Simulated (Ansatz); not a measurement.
**H3S⁻, triplet in aug-cc-pVDZ: errors against UCCSDT(Q)**

Geometry: that of the H3S⁻, singlet, kept fixed. The singlet lies 1.9 eV lower here.

```json
{"atom": "S", "x (Å)": "0.0000", "y (Å)": "-0.0470", "z (Å)": "0.0142"}
{"atom": "H", "x (Å)": "0.0000", "y (Å)": "0.0596", "z (Å)": "-1.8788"}
{"atom": "H", "x (Å)": "0.0000", "y (Å)": "1.2756", "z (Å)": "-0.1011"}
{"atom": "H", "x (Å)": "0.0000", "y (Å)": "0.1591", "z (Å)": "1.5270"}
```

Basis aug-cc-pVDZ; Ansatz 0.2.0. Correlated methods freeze the noble-gas cores, which leaves 10 electrons in 49 orbitals. R marks a restricted (for open shells ROHF) determinant, U an unrestricted one. Active spaces: valence = (10e, 7o) chosen from the atoms' valence shells. This anion state lies near or above the neutral species, so the extra electron is weakly bound or unbound and the energies hang on the diffuse functions.

Full CI isn't at hand for all of this; UCCSDT(Q) serves as the reference, and is uncertain by about the last step of the cluster series. The frozen core follows each run's orbitals, which can shift R against U totals by a few meV.

For open shells CISD is restricted-active-space CI with the open shells as a complete middle space.

* UHF ⟨S²⟩: 2.041
* T1 diagnostic (RCCSD): 0.0480
* largest doubles amplitude (RCCSD): 0.039
* T1 diagnostic (UCCSD): 0.0336

```tsv
level	E − E(UCCSDT(Q)) (meV)	share of correlation (%)	wall time
RHF	5737	0.00	–
UHF	5606	2.28	–
RMP2	968	83.12	–
UMP2	953	83.38	–
CISD	610	89.37	4.5 s
RCCSD	231	95.97	–
UCCSD	227	96.04	–
RCCSD(T)	40	99.31	13 s
UCCSD(T)	38	99.33	10 s
BCCD(T)	37	99.36	14 s
RCCSDT	13	99.77	–
UCCSDT	13	99.77	–
RCCSDT(Q)	0	99.99	11 s (H100)
CASSCF (valence space)	5042	12.11	–
NEVPT2 (valence space)	1361	76.28	3.8 s
MRCISD (valence space)	483	91.58	–
MRCISD+Q (valence space)	85	98.52	3.1 s (H100)
```

The correlation energy at UCCSDT(Q), counted from RHF, is -5.737 eV. That run took 7 s on 2 threads of AMD EPYC 7R13 with a shared H100 80 GB, shared host.

Times hold each run's SCF and search for its determinant on a shared host, so for small cases they say little of a method's own cost; rows without a card ran on 1 thread of AMD EPYC 7R13.

Natural occupations of CASSCF (valence space) about the gap: 2.000 2.000 1.998 1.953 1.001 1.000 0.048; effectively unpaired electrons, Σ n²(2−n)², 2.02.
